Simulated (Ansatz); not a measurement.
# H2OSi, SMILES O[SiH]: a ladder of methods at one geometry

Computed with Ansatz 0.2.0 through its Python package.

The script, `methods_h2osi.py`:
```python
# -*- coding: utf-8 -*-
"""One geometry of H2OSi, method by method."""

from pathlib import Path
import logging
import sys

import ansatz as az
import numpy as np

logging.basicConfig(stream=sys.stdout, format="[%(levelname)s] %(message)s")
logger = logging.getLogger("h2osi")
logger.setLevel(logging.INFO)

GEOMETRY = """
O     0.13940   -0.84360    0.28810
Si    0.11700    0.80560   -0.13550
H     0.76710   -1.13220    0.83460
H    -0.96810    1.11000   -1.00750
"""

h2osi = az.Crystal.molecule()
for line in GEOMETRY.strip().splitlines():
    symbol, *xyz = line.split()
    h2osi = h2osi.atom(symbol, [float(v) for v in xyz])

setup = h2osi.calculation().basis(gaussian="cc-pVDZ")

logger.info("functional    E (Ha)        dipole (D)   HOMO (eV)  LUMO (eV)")
for name in ["pbe", "r2scan", "blyp", "revpbe", "lda"]:
    report = setup.functional(name).forces().orbitals().run(threads=1, runs_dir="runs").report
    lines = Path(report["orbitals_path"]).read_text().splitlines()
    field_of = lambda key: [line.split("=")[1].strip() for line in lines if line.startswith(key)]
    orbitals = [(27.211386 * float(e), s, float(n)) for e, s, n in zip(field_of("Ene="), field_of("Spin="), field_of("Occup="))]
    homo = max(e for e, _, n in orbitals if n > 0.5)
    lumo = min(e for e, _, n in orbitals if n < 0.5)
    dipole = 4.803205 * np.linalg.norm(report["charge_distribution"]["dipole_moment_e_ang"])
    logger.info(f"{name:10s} {report['free_energy_ev'] / 27.211386246:14.6f} {dipole:9.3f} {homo:11.3f} {lumo:10.3f}")
```

Output of `python methods_h2osi.py`:
```text
[INFO] functional    E (Ha)        dipole (D)   HOMO (eV)  LUMO (eV)
[INFO] pbe           -365.640696     0.845      -4.812     -2.889
[INFO] r2scan        -365.805048     0.781      -5.043     -2.777
[INFO] blyp          -365.860032     0.841      -4.675     -2.704
[INFO] revpbe        -365.788945     0.851      -4.794     -2.833
[INFO] lda           -364.152583     0.838      -4.856     -3.045
```

Caveats:
- Total energies depend on the basis set; only differences at equal settings carry meaning.
- The geometry is a force-field or estimated start, not a minimum of this method, and the basis set is short of its limit. A lower total doesn't mark the better method: functionals have no common bound, and MP2 and coupled cluster aren't variational.
- Levels such as HOMO and LUMO are orbital energies: with these approximate functionals they aren't the ionisation energy and electron affinity, and their gap isn't the fundamental gap.
- For Al to Cl the sets with a tight d function, cc-pV(X+d)Z, are usual.
- Wall time of the script: 4.3 s on 1 thread of Arm Neoverse V1 (shared host), peak memory 0.17 GiB.

(A comment or docstring line of the script was reworded after the run, the code is as it ran; lines on the test bed's own set-up are left out of the output.)
